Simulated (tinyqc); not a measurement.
Inside a calculation (part 1 of 3). Method: UHF in the sto-3g basis, for CH3-, spin multiplicity 1. The basis has no diffuse functions, so it cannot describe the extra electron: this is an exercise in the method, not the real anion. Computed by tinyqc, a small Python program that keeps every step (integrals from PySCF). Settings: charge = -1, multiplicity = 1, basis = sto-3g, energy threshold = 1e-09, iteration cap = 63, orthogonalisation = canonical, start = core, DIIS depth = 4, DIIS from iteration = 2, method = UHF, break = 0.7. Command: `OMP_NUM_THREADS=1 python tinyqc.py 27013 27014 out.jsonl` (the two numbers bound the seeds that draw the settings). One thread of a shared host (Intel(R) Xeon(R) Processor @ 2.60GHz), about 0.1 s of CPU time with the checks. Later iterations appear only in the table of the cycle.

## One-electron integrals

Geometry (angstrom):

| atom | x | y | z |
|---|---|---|---|
| C | 0.000000 | 0.000000 | 0.068000 |
| H | 1.241000 | 0.000000 | 0.000000 |
| H | -0.620000 | 1.074000 | 0.000000 |
| H | -0.620000 | -1.074000 | 0.000000 |

Basis sto-3g: exponents (1/bohr^2) and contraction coefficients of normalised primitives:

| element | l (shell) | exponent | coefficient |
|---|---|---|---|
| C | s (1) | 71.616837 | 0.154329 |
| C | s (1) | 13.045096 | 0.535328 |
| C | s (1) | 3.530512 | 0.444635 |
| C | s (2) | 2.941249 | -0.099967 |
| C | s (2) | 0.683483 | 0.399513 |
| C | s (2) | 0.222290 | 0.700115 |
| C | p (3) | 2.941249 | 0.155916 |
| C | p (3) | 0.683483 | 0.607684 |
| C | p (3) | 0.222290 | 0.391957 |
| H | s (1) | 3.425251 | 0.154329 |
| H | s (1) | 0.623914 | 0.535328 |
| H | s (1) | 0.168855 | 0.444635 |

Overlap, kinetic and nuclear-attraction integrals over the contracted functions; the nuclear repulsion is the sum of Za Zb / Rab.

nuclear repulsion = 8.40648869 hartree

overlap S, lower triangle:
```
           1C 1s     1C 2s     1C 2px     1C 2py     1C 2pz     2H 1s     3H 1s     4H 1s
1C 1s   1.000000
1C 2s   0.248362  1.000000
1C 2px  0.000000  0.000000   1.000000
1C 2py  0.000000  0.000000   0.000000   1.000000
1C 2pz  0.000000  0.000000   0.000000   0.000000   1.000000
2H 1s   0.043672  0.406645   0.410378   0.000000  -0.022486  1.000000
3H 1s   0.043762  0.407109  -0.205340   0.355702  -0.022521  0.092938  1.000000
4H 1s   0.043762  0.407109  -0.205340  -0.355702  -0.022521  0.092938  0.093045  1.000000
```

kinetic energy T (hartree), lower triangle:
```
            1C 1s     1C 2s     1C 2px     1C 2py     1C 2pz      2H 1s      3H 1s     4H 1s
1C 1s   15.891122
1C 2s   -0.085890  0.472250
1C 2px   0.000000  0.000000   1.477728
1C 2py   0.000000  0.000000   0.000000   1.477728
1C 2pz   0.000000  0.000000   0.000000   0.000000   1.477728
2H 1s   -0.012028  0.063724   0.176362   0.000000  -0.009664   0.760032
3H 1s   -0.012036  0.063937  -0.088388   0.153111  -0.009694  -0.011265   0.760032
4H 1s   -0.012036  0.063937  -0.088388  -0.153111  -0.009694  -0.011265  -0.011263  0.760032
```

nuclear attraction V (hartree), lower triangle:
```
             1C 1s      1C 2s     1C 2px     1C 2py     1C 2pz      2H 1s      3H 1s      4H 1s
1C 1s   -34.930669
1C 2s    -4.509618  -6.449950
1C 2px    0.000017   0.000152  -6.455644
1C 2py    0.000000   0.000000   0.000000  -6.455815
1C 2pz    0.002141   0.023221  -0.000012   0.000000  -6.311173
2H 1s    -0.803741  -2.137430  -1.985394   0.000000   0.113305  -4.243725
3H 1s    -0.805398  -2.140459   0.993787  -1.721462   0.113516  -0.442444  -4.245499
4H 1s    -0.805398  -2.140459   0.993787   1.721462   0.113516  -0.442444  -0.443045  -4.245499
```

core Hamiltonian H = T + V (hartree), lower triangle:
```
             1C 1s      1C 2s     1C 2px     1C 2py     1C 2pz      2H 1s      3H 1s      4H 1s
1C 1s   -19.039548
1C 2s    -4.595508  -5.977700
1C 2px    0.000017   0.000152  -4.977916
1C 2py    0.000000   0.000000   0.000000  -4.978087
1C 2pz    0.002141   0.023221  -0.000012   0.000000  -4.833445
2H 1s    -0.815769  -2.073705  -1.809032   0.000000   0.103641  -3.483693
3H 1s    -0.817434  -2.076522   0.905399  -1.568351   0.103821  -0.453710  -3.485467
4H 1s    -0.817434  -2.076522   0.905399   1.568351   0.103821  -0.453710  -0.454307  -3.485467
```

## Two-electron integrals

Functions are numbered as in S; the eight-fold symmetry (ij|kl) = (ji|kl) = (kl|ij) leaves the list below.

Two-electron integrals (ij|kl) in chemists' order, unique and non-zero (hartree):
```
(11|11) 3.541948    (21|11) 0.576921    (21|21) 0.111888    (22|11) 0.854682
(22|21) 0.205284    (22|22) 0.624709    (31|31) 0.020296    (32|31) 0.030858
(32|32) 0.137996    (33|11) 0.852436    (33|21) 0.205335    (33|22) 0.624568
(33|33) 0.672833    (41|41) 0.020296    (42|41) 0.030858    (42|42) 0.137996
(43|43) 0.036269    (44|11) 0.852436    (44|21) 0.205335    (44|22) 0.624568
(44|33) 0.600295    (44|44) 0.672833    (51|51) 0.020296    (52|51) 0.030858
(52|52) 0.137996    (53|53) 0.036269    (54|54) 0.036269    (55|11) 0.852436
(55|21) 0.205335    (55|22) 0.624568    (55|33) 0.600295    (55|44) 0.600295
(55|55) 0.672833    (61|11) 0.101878    (61|21) 0.019651    (61|22) 0.036030
(61|31) 0.001180    (61|32) 0.002213    (61|33) 0.036285    (61|44) 0.035908
(61|51) -0.000065   (61|52) -0.000121   (61|53) -0.000021   (61|55) 0.035909
(61|61) 0.003527    (62|11) 0.260511    (62|21) 0.063487    (62|22) 0.214619
(62|31) 0.006021    (62|32) 0.042723    (62|33) 0.224949    (62|44) 0.209327
(62|51) -0.000330   (62|52) -0.002341   (62|53) -0.000856   (62|55) 0.209374
(62|61) 0.011644    (62|62) 0.099315    (63|11) 0.228042    (63|21) 0.056266
(63|22) 0.201682    (63|31) 0.010862    (63|32) 0.070564    (63|33) 0.221586
(63|44) 0.191598    (63|51) -0.000253   (63|52) -0.002026   (63|53) -0.001194
(63|55) 0.191639    (63|61) 0.010768    (63|62) 0.110733    (63|63) 0.132947
(64|41) 0.006246    (64|42) 0.033582    (64|43) 0.008196    (64|54) -0.000449
(64|64) 0.011728    (65|11) -0.012495   (65|21) -0.003083   (65|22) -0.011051
(65|31) -0.000253   (65|32) -0.002026   (65|33) -0.011243   (65|44) -0.010499
(65|51) 0.006260    (65|52) 0.033693    (65|53) 0.008237    (65|55) -0.011399
(65|61) -0.000590   (65|62) -0.006068   (65|63) -0.006642   (65|65) 0.012092
(66|11) 0.420419    (66|21) 0.104178    (66|22) 0.401661    (66|31) 0.011888
(66|32) 0.114918    (66|33) 0.442813    (66|44) 0.380727    (66|51) -0.000651
(66|52) -0.006297   (66|53) -0.003402   (66|55) 0.380914    (66|61) 0.019338
(66|62) 0.240331    (66|63) 0.295212    (66|65) -0.016176   (66|66) 0.774606
(71|11) 0.102087    (71|21) 0.019691    (71|22) 0.036103    (71|31) -0.000591
(71|32) -0.001109   (71|33) 0.036076    (71|41) 0.001024    (71|42) 0.001920
(71|43) -0.000164   (71|44) 0.036265    (71|51) -0.000065   (71|52) -0.000122
(71|53) 0.000010    (71|54) -0.000018   (71|55) 0.035982    (71|61) 0.003423
(71|62) 0.010943    (71|63) 0.009495    (71|64) 0.000373    (71|65) -0.000556
(71|66) 0.017881    (71|71) 0.003541    (72|11) 0.260890    (72|21) 0.063579
(72|22) 0.214910    (72|31) -0.003015   (72|32) -0.021385   (72|33) 0.213521
(72|41) 0.005223    (72|42) 0.037044    (72|43) -0.006772   (72|44) 0.221342
(72|51) -0.000331   (72|52) -0.002345   (72|53) 0.000429    (72|54) -0.000743
(72|55) 0.209659    (72|61) 0.010936    (72|62) 0.068966    (72|63) 0.060658
(72|64) 0.008155    (72|65) -0.004098   (72|66) 0.128128    (72|71) 0.011684
(72|72) 0.099558    (73|11) -0.114146   (73|21) -0.028163   (73|22) -0.100942
(73|31) 0.007413    (73|32) 0.042888    (73|33) -0.105802   (73|41) -0.002001
(73|42) -0.016029   (73|43) 0.010054    (73|44) -0.100997   (73|51) 0.000127
(73|52) 0.001015    (73|53) -0.000637   (73|54) 0.000323    (73|55) -0.095915
(73|61) -0.004420   (73|62) -0.023251   (73|63) -0.013822   (73|64) -0.001995
(73|65) 0.001360    (73|66) -0.036898   (73|71) -0.005401   (73|72) -0.055482
(73|73) 0.042119    (74|11) 0.197730    (74|21) 0.048786    (74|22) 0.174857
(74|31) -0.002001   (74|32) -0.016029   (74|33) 0.169059    (74|41) 0.009724
(74|42) 0.061401    (74|43) -0.009206   (74|44) 0.189170    (74|51) -0.000219
(74|52) -0.001758   (74|53) 0.000323    (74|54) -0.001010   (74|55) 0.166149
(74|61) 0.008402    (74|62) 0.056595    (74|63) 0.049607    (74|64) 0.013659
(74|65) -0.003298   (74|66) 0.106023    (74|71) 0.009356    (74|72) 0.096110
(74|73) -0.052588   (74|74) 0.102857    (75|11) -0.012519   (75|21) -0.003089
(75|22) -0.011071   (75|31) 0.000127    (75|32) 0.001015    (75|33) -0.010704
(75|41) -0.000219   (75|42) -0.001758   (75|43) 0.000323    (75|44) -0.011077
(75|51) 0.006271    (75|52) 0.033746    (75|53) -0.004124   (75|54) 0.007144
(75|55) -0.011420   (75|61) -0.000556   (75|62) -0.004099   (75|63) -0.003539
(75|64) -0.000471   (75|65) 0.007787    (75|66) -0.008045   (75|71) -0.000592
(75|72) -0.006085   (75|73) 0.003330    (75|74) -0.005768   (75|75) 0.012127
(76|11) 0.052955    (76|21) 0.012952    (76|22) 0.045402    (76|31) 0.000512
(76|32) 0.003890    (76|33) 0.045791    (76|41) 0.000886    (76|42) 0.006733
(76|43) 0.000310    (76|44) 0.046147    (76|51) -0.000112   (76|52) -0.000852
(76|53) -0.000117   (76|54) -0.000202   (76|55) 0.044222    (76|61) 0.002317
(76|62) 0.018612    (76|63) 0.019292    (76|64) 0.002043    (76|65) -0.001251
(76|66) 0.041888    (76|71) 0.002322    (76|72) 0.018632    (76|73) -0.007880
(76|74) 0.017743    (76|75) -0.001253   (76|76) 0.004353    (77|11) 0.420700
(77|21) 0.104247    (77|22) 0.401880    (77|31) -0.005950   (77|32) -0.057497
(77|33) 0.396460    (77|41) 0.010307    (77|42) 0.099599    (77|43) -0.026904
(77|44) 0.427534    (77|51) -0.000653   (77|52) -0.006306   (77|53) 0.001703
(77|54) -0.002951   (77|55) 0.381116    (77|61) 0.017856    (77|62) 0.128019
(77|63) 0.110209    (77|64) 0.021033    (77|65) -0.008036   (77|66) 0.245807
(77|71) 0.019391    (77|72) 0.240667    (77|73) -0.147765   (77|74) 0.255967
(77|75) -0.016207   (77|76) 0.041888    (77|77) 0.774606    (81|11) 0.102087
(81|21) 0.019691    (81|22) 0.036103    (81|31) -0.000591   (81|32) -0.001109
(81|33) 0.036076    (81|41) -0.001024   (81|42) -0.001920   (81|43) 0.000164
(81|44) 0.036265    (81|51) -0.000065   (81|52) -0.000122   (81|53) 0.000010
(81|54) 0.000018    (81|55) 0.035982    (81|61) 0.003423    (81|62) 0.010943
(81|63) 0.009495    (81|64) -0.000373   (81|65) -0.000556   (81|66) 0.017881
(81|71) 0.003430    (81|72) 0.010958    (81|73) -0.005076   (81|74) 0.008045
(81|75) -0.000557   (81|76) 0.002204    (81|77) 0.017893    (81|81) 0.003541
(82|11) 0.260890    (82|21) 0.063579    (82|22) 0.214910    (82|31) -0.003015
(82|32) -0.021385   (82|33) 0.213521    (82|41) -0.005223   (82|42) -0.037044
(82|43) 0.006772    (82|44) 0.221342    (82|51) -0.000331   (82|52) -0.002345
(82|53) 0.000429    (82|54) 0.000743    (82|55) 0.209659    (82|61) 0.010936
(82|62) 0.068966    (82|63) 0.060658    (82|64) -0.008155   (82|65) -0.004098
(82|66) 0.128128    (82|71) 0.010958    (82|72) 0.069057    (82|73) -0.037429
(82|74) 0.048502    (82|75) -0.004105   (82|76) 0.013861    (82|77) 0.128182
(82|81) 0.011684    (82|82) 0.099558    (83|11) -0.114146   (83|21) -0.028163
(83|22) -0.100942   (83|31) 0.007413    (83|32) 0.042888    (83|33) -0.105802
(83|41) 0.002001    (83|42) 0.016029    (83|43) -0.010054   (83|44) -0.100997
(83|51) 0.000127    (83|52) 0.001015    (83|53) -0.000637   (83|54) -0.000323
(83|55) -0.095915   (83|61) -0.004420   (83|62) -0.023251   (83|63) -0.013822
(83|64) 0.001995    (83|65) 0.001360    (83|66) -0.036898   (83|71) -0.005076
(83|72) -0.037429   (83|73) 0.027433    (83|74) -0.025825   (83|75) 0.002180
(83|76) -0.005839   (83|77) -0.073389   (83|81) -0.005401   (83|82) -0.055482
(83|83) 0.042119    (84|11) -0.197730   (84|21) -0.048786   (84|22) -0.174857
(84|31) 0.002001    (84|32) 0.016029    (84|33) -0.169059   (84|41) 0.009724
(84|42) 0.061401    (84|43) -0.009206   (84|44) -0.189170   (84|51) 0.000219
(84|52) 0.001758    (84|53) -0.000323   (84|54) -0.001010   (84|55) -0.166149
(84|61) -0.008402   (84|62) -0.056595   (84|63) -0.049607   (84|64) 0.013659
(84|65) 0.003298    (84|66) -0.106023   (84|71) -0.008045   (84|72) -0.048502
(84|73) 0.025825    (84|74) -0.027593   (84|75) 0.002832    (84|76) -0.010116
(84|77) -0.085002   (84|81) -0.009356   (84|82) -0.096110   (84|83) 0.052588
(84|84) 0.102857    (85|11) -0.012519   (85|21) -0.003089   (85|22) -0.011071
(85|31) 0.000127    (85|32) 0.001015    (85|33) -0.010704   (85|41) 0.000219
(85|42) 0.001758    (85|43) -0.000323   (85|44) -0.011077   (85|51) 0.006271
(85|52) 0.033746    (85|53) -0.004124   (85|54) -0.007144   (85|55) -0.011420
(85|61) -0.000556   (85|62) -0.004099   (85|63) -0.003539   (85|64) 0.000471
(85|65) 0.007787    (85|66) -0.008045   (85|71) -0.000557   (85|72) -0.004105
(85|73) 0.002180    (85|74) -0.002832   (85|75) 0.007799    (85|76) -0.000903
(85|77) -0.008049   (85|81) -0.000592   (85|82) -0.006085   (85|83) 0.003330
(85|84) 0.005768    (85|85) 0.012127    (86|11) 0.052955    (86|21) 0.012952
(86|22) 0.045402    (86|31) 0.000512    (86|32) 0.003890    (86|33) 0.045791
(86|41) -0.000886   (86|42) -0.006733   (86|43) -0.000310   (86|44) 0.046147
(86|51) -0.000112   (86|52) -0.000852   (86|53) -0.000117   (86|54) 0.000202
(86|55) 0.044222    (86|61) 0.002317    (86|62) 0.018612    (86|63) 0.019292
(86|64) -0.002043   (86|65) -0.001251   (86|66) 0.041888    (86|71) 0.002204
(86|72) 0.013861    (86|73) -0.005839   (86|74) 0.010116    (86|75) -0.000903
(86|76) 0.003378    (86|77) 0.025506    (86|81) 0.002322    (86|82) 0.018632
(86|83) -0.007880   (86|84) -0.017743   (86|85) -0.001253   (86|86) 0.004353
(87|11) 0.053029    (87|21) 0.012970    (87|22) 0.045462    (87|31) -0.001025
(87|32) -0.007784   (87|33) 0.046387    (87|44) 0.045672    (87|51) -0.000112
(87|52) -0.000854   (87|53) 0.000234    (87|55) 0.044280    (87|61) 0.002203
(87|62) 0.013861    (87|63) 0.011684    (87|65) -0.000903   (87|66) 0.025529
(87|71) 0.002325    (87|72) 0.018656    (87|73) -0.011439   (87|74) 0.015719
(87|75) -0.001255   (87|76) 0.003382    (87|77) 0.041943    (87|81) 0.002325
(87|82) 0.018656    (87|83) -0.011439   (87|84) -0.015719   (87|85) -0.001255
(87|86) 0.003382    (87|87) 0.004364    (88|11) 0.420700    (88|21) 0.104247
(88|22) 0.401880    (88|31) -0.005950   (88|32) -0.057497   (88|33) 0.396460
(88|41) -0.010307   (88|42) -0.099599   (88|43) 0.026904    (88|44) 0.427534
(88|51) -0.000653   (88|52) -0.006306   (88|53) 0.001703    (88|54) 0.002951
(88|55) 0.381116    (88|61) 0.017856    (88|62) 0.128019    (88|63) 0.110209
(88|64) -0.021033   (88|65) -0.008036   (88|66) 0.245807    (88|71) 0.017893
(88|72) 0.128182    (88|73) -0.073389   (88|74) 0.085002    (88|75) -0.008049
(88|76) 0.025506    (88|77) 0.245883    (88|81) 0.019391    (88|82) 0.240667
(88|83) -0.147765   (88|84) -0.255967   (88|85) -0.016207   (88|86) 0.041888
(88|87) 0.041943    (88|88) 0.774606
```

## Orthogonalisation

S = U s U^T; canonical form X = U s^(-1/2), so that X^T S X = 1. Each column of U has its largest component positive (the first on a tie).

eigenvalues of S: 0.350665  0.448292  0.448676  0.967846  1.005208  1.458422  1.458663  1.862227

X:
```
                1          2          3          4          5          6          7          8
1C 1s   -0.365364   0.000000  -0.001069   0.889657   0.351335   0.000179   0.000000   0.184033
1C 2s    1.273866   0.000000   0.002779  -0.019851   0.045021   0.000352   0.000000   0.479711
1C 2px  -0.002812   0.000000   1.005909   0.000090   0.000012   0.611865   0.000000  -0.000348
1C 2py   0.000000   1.006297   0.000000   0.000000   0.000000   0.000000   0.611838   0.000000
1C 2pz  -0.062731   0.000000  -0.000112  -0.378999   0.924182  -0.000005   0.000000  -0.023602
2H 1s   -0.600528   0.000000  -0.902087  -0.180555  -0.071316   0.455822   0.000000   0.301015
3H 1s   -0.604532  -0.780403   0.448974  -0.180415  -0.071263  -0.227508   0.394470   0.301524
4H 1s   -0.604532   0.780403   0.448974  -0.180415  -0.071263  -0.227508  -0.394470   0.301524
```

## Starting guess

The start is the orbitals of the core Hamiltonian, with HOMO and LUMO mixed by +/-0.7 rad for the two spins; D(s) = C_occ C_occ^T for each spin.

D(alpha) at the start, lower triangle:
```
            1C 1s      1C 2s     1C 2px     1C 2py     1C 2pz      2H 1s      3H 1s     4H 1s
1C 1s    1.076243
1C 2s   -0.325414   1.377777
1C 2px   0.000039  -0.000260   1.203580
1C 2py   0.003464  -0.014416   0.000003   1.279871
1C 2pz   0.010457  -0.048555   0.000025  -0.210366   0.588071
2H 1s    0.037082  -0.147371  -0.203169  -0.000395   0.010574   0.050123
3H 1s    0.030166  -0.118601   0.101685  -0.329200   0.433181  -0.000532   0.358451
4H 1s    0.044084  -0.176520   0.101696   0.328408  -0.411994  -0.002118  -0.307969  0.355270
```

D(beta) at the start, lower triangle:
```
            1C 1s      1C 2s     1C 2px     1C 2py     1C 2pz      2H 1s      3H 1s     4H 1s
1C 1s    1.076243
1C 2s   -0.325414   1.377777
1C 2px   0.000039  -0.000260   1.203580
1C 2py  -0.003464   0.014416  -0.000003   1.279871
1C 2pz   0.010457  -0.048555   0.000025   0.210366   0.588071
2H 1s    0.037082  -0.147371  -0.203169   0.000395   0.010574   0.050123
3H 1s    0.044084  -0.176520   0.101696  -0.328408  -0.411994  -0.002118   0.355270
4H 1s    0.030166  -0.118601   0.101685   0.329200   0.433181  -0.000532  -0.307969  0.358451
```

## Iteration 1: building the Fock matrix

J_ij = sum D_kl (ij|kl) with D = D(alpha) + D(beta), K_ij = sum D_kl (ik|jl) for each spin; F = H + J - K(s); E = tr D H + tr D J / 2 - 0.5 sum_s tr D(s) K(s) + E_nn.

Coulomb J (hartree), lower triangle:
```
            1C 1s      1C 2s     1C 2px     1C 2py     1C 2pz     2H 1s     3H 1s     4H 1s
1C 1s   13.825495
1C 2s    2.765288   6.616572
1C 2px  -0.003598  -0.041376   6.622753
1C 2py   0.000000   0.000000   0.000000   6.648186
1C 2pz  -0.003763  -0.018606   0.001407   0.000000   6.561588
2H 1s    0.486441   2.189667   2.012395   0.000000  -0.114412  3.927420
3H 1s    0.487913   2.238473  -1.051540   1.806180  -0.118060  0.463668  4.162117
4H 1s    0.487913   2.238473  -1.051540  -1.806180  -0.118060  0.463668  0.470899  4.162117
```

exchange K(alpha) (hartree), lower triangle:
```
            1C 1s      1C 2s     1C 2px     1C 2py     1C 2pz     2H 1s     3H 1s     4H 1s
1C 1s    3.656820
1C 2s    0.666017   1.053632
1C 2px   0.000462  -0.004102   0.898789
1C 2py  -0.000421  -0.000678  -0.001339   0.908772
1C 2pz  -0.000848  -0.020850   0.000511   0.012343   0.638451
2H 1s    0.124302   0.304903   0.215923  -0.000447  -0.014157  0.160103
3H 1s    0.123701   0.326725  -0.124210   0.219275   0.091697  0.065855  0.308659
4H 1s    0.123924   0.315505  -0.122703  -0.217566  -0.123337  0.065382  0.032068  0.307134
```

exchange K(beta) (hartree), lower triangle:
```
            1C 1s      1C 2s     1C 2px     1C 2py     1C 2pz     2H 1s     3H 1s     4H 1s
1C 1s    3.656820
1C 2s    0.666017   1.053632
1C 2px   0.000462  -0.004102   0.898789
1C 2py   0.000421   0.000678   0.001339   0.908772
1C 2pz  -0.000848  -0.020850   0.000511  -0.012343   0.638451
2H 1s    0.124302   0.304903   0.215923   0.000447  -0.014157  0.160103
3H 1s    0.123924   0.315505  -0.122703   0.217566  -0.123337  0.065382  0.307134
4H 1s    0.123701   0.326725  -0.124210  -0.219275   0.091697  0.065855  0.032068  0.308659
```

F(alpha) (hartree), lower triangle:
```
            1C 1s      1C 2s     1C 2px     1C 2py     1C 2pz      2H 1s      3H 1s     4H 1s
1C 1s   -8.870873
1C 2s   -2.496237  -0.414760
1C 2px  -0.004042  -0.037122   0.746048
1C 2py   0.000421   0.000678   0.001339   0.761327
1C 2pz  -0.000774   0.025465   0.000885  -0.012343   1.089692
2H 1s   -0.453630  -0.188941  -0.012560   0.000447   0.003387   0.283623
3H 1s   -0.453223  -0.164774  -0.021931   0.018555  -0.105935  -0.055897   0.367991
4H 1s   -0.453445  -0.153553  -0.023438  -0.020264   0.109098  -0.055424  -0.015477  0.369516
```

F(beta) (hartree), lower triangle:
```
            1C 1s      1C 2s     1C 2px     1C 2py     1C 2pz      2H 1s      3H 1s     4H 1s
1C 1s   -8.870873
1C 2s   -2.496237  -0.414760
1C 2px  -0.004042  -0.037122   0.746048
1C 2py  -0.000421  -0.000678  -0.001339   0.761327
1C 2pz  -0.000774   0.025465   0.000885   0.012343   1.089692
2H 1s   -0.453630  -0.188941  -0.012560  -0.000447   0.003387   0.283623
3H 1s   -0.453445  -0.153553  -0.023438   0.020264   0.109098  -0.055424   0.369516
4H 1s   -0.453223  -0.164774  -0.021931  -0.018555  -0.105935  -0.055897  -0.015477  0.367991
```

total energy of this density = -35.94357250 hartree
